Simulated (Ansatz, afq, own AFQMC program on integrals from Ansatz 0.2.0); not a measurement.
AFQMC on a folder of integrals that Ansatz 0.2.0 wrote.

```yaml
crystal:
  periodic: [false, false, false]
  atoms:
    - {symbol: Ge, position_ang: [0.000000, 0.112929, 1.195106]}
    - {symbol: Ge, position_ang: [0.000000, -0.111136, -1.201106]}
    - {symbol: H, position_ang: [0.000000, 1.546414, 1.862270]}
    - {symbol: H, position_ang: [0.000000, -1.675628, -1.429909]}
basis:
  gaussian: {orbitals: cc-pVDZ}
magnetization: {spin_polarized: true, initial_magnetization: 2}
correlation: {method: ccsd_t, electrons: outside_noble_gas, hamiltonian_folder: ham}
```

```sh
$ ansatz run in.yaml --threads 1 --pin off --events-out ev --progress --plain --max-ram 1382MiB
```

Options of the walk:

```
--method phaseless --trial cisd --walkers 60 --populations 1 --least-time 40 --time-step 0.005 --steps-per-block 50 --equilibration-blocks 28 --max-blocks 300 --target-error 0.00038 --factor-cut 1e-05 --start spin_pure --seed 8476 --release-times 0.24,0.51,0.99,1.62,2.4 --release-step 0.03 --release-every 4 --taylor-order 6
```

Times are imaginary, in 1/Eh. The walk had a cap of 1086 s. Filled inner d shells are frozen with the cores.

afq prints:

```
orbitals 36  electrons 6 4  factors 294 of 742
reference energy -4151.77047351 Eh
CCSD correlation -0.18123706 Eh in 13 cycles, weight of the determinant in the CISD state 0.8430
energy of the start -4151.950720 Eh
 block  time / (1/Eh)  mean weight  energy / Eh
     1     0.250  0.9996  -4151.948709
     2     0.500  1.0006  -4151.949019
     3     0.750  0.9987  -4151.950575
     4     1.000  1.0009  -4151.952140
     5     1.250  0.9990  -4151.955608
     8     2.000  0.9992  -4151.958048
    17     4.250  1.0019  -4151.956824
    41    10.250  1.0016  -4151.958636
    65    16.250  1.0011  -4151.960410
    89    22.250  1.0002  -4151.956832
   113    28.250  0.9983  -4151.960132
   121    30.250  0.9986  -4151.963675
   137    34.250  1.0003  -4151.957943
   161    40.250  0.9999  -4151.961452
   169    42.250  0.9993  -4151.954064
   185    46.250  0.9985  -4151.961328
   209    52.250  0.9996  -4151.958301
   233    58.250  1.0014  -4151.957680
   257    64.250  1.0003  -4151.960030
   281    70.250  1.0010  -4151.957865
   305    76.250  1.0014  -4151.956395
   321    80.250  0.9998  -4151.954928
blocks merged  error / Eh  count
     1  0.000190  300
     2  0.000244  150
     4  0.000316  75
     8  0.000383  37
    16  0.000435  18
    32  0.000502  9
released: time / (1/Eh)  energy / Eh  error  mean overlap
  0.24  -4151.959480  0.000489  0.9999
  0.51  -4151.959694  0.000424  0.9984
  0.99  -4151.960257  0.000385  0.9945
  1.62  -4151.960757  0.000449  1.0031
  2.40  -4151.960349  0.000454  1.0023
energy -4151.959403 +/- 0.000435 Eh
(rows thinned)
```

The run passed its tests (sampling time, drift between the halves within three errors, error under three times the target), which doesn't prove that it has relaxed.

Against this walk (error 11.8 meV) on the same determinant: CCSD(T) 20.1 meV higher (within the noise), CCSDT(Q) 41.9 meV lower. The error is statistical and leaves out the bias of the constraint. Released to 2.40 1/Eh the energy moves by -26 ± 17 meV (both errors), within twice the noise. CCSDT(Q) is the surest value here, so the walk's 42 meV above it is most likely the bias of the constraint with this trial, which can have either sign.

Cautions: constraint bias not in the error; error above the target (11.8 against 10.3 meV); no relativity below Rb; no spin-orbit coupling; inner d shell frozen; lower spins were not checked.

The walk took 5.6 min on 1 thread of Arm Neoverse V2, with other jobs on the host. The log's last line is the phaseless energy.

CCSDT and higher add their correlation energy to the determinant of the CCSD(T) run, since their own runs factorise the integrals more tightly (a shift of under 2 meV). A walk keeps the symmetry of its determinant, which the program's search chose and which needn't be the lowest solution, so a lower state of the same spin and another symmetry isn't excluded.
